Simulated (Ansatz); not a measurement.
C$_{2}$HFS (`FC=C=S`), 5 atoms. Charge 0, multiplicity 1. All runs use 2 threads of an AMD EPYC 7B13 on a shared host. Correlated methods freeze the cores. Open-shell runs search over several starts.

**Question.** Give the basis size and wall time and peak host memory of each of these runs in Ansatz. UHF-CCSD(T)/def2-TZVPP energy of the cation; RKS ωB97M-V/def2-QZVPP energy; RKS B3LYP-D4/def2-TZVPP energy and forces; RKS ωB97M-V/def2-SVP energy; RHF-CCSD(T)/def2-TZVPP energy; UKS B2PLYP (frozen core)/def2-TZVPP energy of the cation; UKS PBE0-D4/def2-TZVPP energy of the cation; RKS PBE0-D4/def2-TZVP frequencies; RHF-CCSD(T)/def2-SVP energy; UKS PBE-D4/def2-TZVPP energy of the cation; RHF-MP2/def2-QZVPP energy; RKS PBE0-D4/def2-SVP energy. (Best estimate.)

**Answer.** Ansatz gave: Other jobs shared the machine, so times are rough.

| level | job | functions | wall time | peak host memory (GiB) |
| --- | --- | --- | --- | --- |
| RKS PBE0-D4/def2-SVP | energy | 65 | 0.6 s | 0.13 |
| RHF-CCSD(T)/def2-SVP | energy | 65 | 1.2 s | 0.17 |
| RKS B3LYP-D4/def2-TZVPP | energy and forces | 149 | 1.7 s | 0.28 |
| UKS PBE-D4/def2-TZVPP | energy of the cation | 149 | 1.8 s | 0.19 |
| RKS ωB97M-V/def2-SVP | energy | 65 | 2.3 s | 0.18 |
| UKS PBE0-D4/def2-TZVPP | energy of the cation | 149 | 2.7 s | 0.35 |
| UKS B2PLYP (frozen core)/def2-TZVPP | energy of the cation | 149 | 5.5 s | 0.33 |
| RHF-MP2/def2-QZVPP | energy | 271 | 7 s | 0.77 |
| RKS ωB97M-V/def2-QZVPP | energy | 271 | 7.5 s | 0.75 |
| RHF-CCSD(T)/def2-TZVPP | energy | 149 | 14 s | 0.99 |
| RKS PBE0-D4/def2-TZVP | frequencies | 136 | 34 s | 0.23 |
| UHF-CCSD(T)/def2-TZVPP | energy of the cation | 149 | 62 s | 2.3 |

B3LYP here is the variant with VWN-RPA as its local correlation; programs differ in this.
